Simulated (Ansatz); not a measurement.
Cost and result for the atomization energy of C6H6, SMILES `C1=CC2C=CC12` (12 atoms, 13 bonds).

Cartesian coordinates in Å:
```
C 0.944 -0.038 1.141
C 0.009 0.912 1.167
C -0.896 0.209 0.170
C -0.580 0.400 -1.302
C 0.355 -0.550 -1.329
C 0.199 -0.904 0.140
H 1.916 -0.145 1.606
H -0.070 1.872 1.662
H -1.921 -0.019 0.462
H -0.952 1.106 -2.035
H 1.034 -0.911 -2.091
H -0.038 -1.933 0.409
```

Total charge 0; spin multiplicity 1. The geometry is a stationary point of PBE0-D4/def2-TZVP. Program: Ansatz. All runs use 4 threads of an Intel Xeon on a shared host. Times are those of one run each, without the atoms' runs, and a repeat can differ threefold. Electronic energies, without spin–orbit coupling; frozen cores. CCSD(T)/CBS adds CCSD(T) − MP2 in def2-TZVPP to the MP2 limit, and its time is that of the two runs behind it. T1 = 0.011. B3LYP takes the VWN-RPA correlation (the form of Gaussian; ORCA's B3LYP/G). HSE06 is the plane-wave form, built on full-range PBE exchange.

CCSD(T)/CBS is a level of theory with its own doubt, some kJ/mol a heavy atom from the limit and from the frozen cores, so smaller differences don't rank the functionals.

```tsv
level	functions	wall time
LDA (SPW92)/def2-TZVPP	270	1.5 s
BHLYP-D4/def2-TZVPP	270	3.2 s
HSE06-D4/def2-TZVPP	270	3.5 s
r2SCAN-D4/def2-TZVPP (with forces)	270	4.5 s
r2SCANh-D4/def2-TZVPP	270	4.7 s
B3LYP-D4/def2-TZVPP (with forces)	270	4.9 s
CCSD(T)/def2-SVP	114	6 s
B2PLYP/def2-TZVPP	270	6.5 s
B97M-V/def2-TZVPP	270	8.5 s
ωB97M-V/def2-TZVPP (with forces)	270	12 s
MP2/def2-QZVPP	522	45 s
CCSD(T)/def2-TZVPP	270	2.4 min
CCSD(T)/CBS(def2)	–	3.1 min
```

**Question.** What atomization energy does each give, and how far from CCSD(T)/CBS? (An estimate is asked.)

**Answer.** Ansatz gave: 
```csv
level,atomization (kJ/mol),difference from CCSD(T)/CBS,per bond
LDA (SPW92)/def2-TZVPP,6259.9,879.5,67.7
BHLYP-D4/def2-TZVPP,5208.4,-172.0,-13.2
HSE06-D4/def2-TZVPP,5493.7,113.3,8.7
r2SCAN-D4/def2-TZVPP (with forces),5415.0,34.6,2.7
r2SCANh-D4/def2-TZVPP,5383.5,3.1,0.2
B3LYP-D4/def2-TZVPP (with forces),5382.2,1.8,0.1
CCSD(T)/def2-SVP,5195.3,-185.1,-14.2
B2PLYP/def2-TZVPP,5340.7,-39.7,-3.1
B97M-V/def2-TZVPP,5408.2,27.8,2.1
ωB97M-V/def2-TZVPP (with forces),5411.1,30.7,2.4
MP2/def2-QZVPP,5467.1,86.7,6.7
CCSD(T)/def2-TZVPP,5252.1,-128.3,-9.9
CCSD(T)/CBS(def2),5380.4,0.0,0.0
```

In def2-TZVPP, CCSD(T) changes the Hartree–Fock value by +1328.0 kJ/mol (the triples alone add +101.7 kJ/mol) and MP2 by +1467.5 kJ/mol; breaking electron pairs costs correlation energy, which Hartree–Fock lacks. From r2SCAN to r2SCAN0 (25 % exact exchange), in def2-TZVPP and without D4, the atomization energy moves by −77.4 kJ/mol: exact exchange takes away binding that semilocal exchange gives to molecules. The D4 term adds +44.0 kJ/mol with B3LYP and +22.8 kJ/mol with PBE0; it sums over pairs of atoms, weighted by their polarisabilities, and B3LYP, whose exchange is more repulsive, gets the larger term.
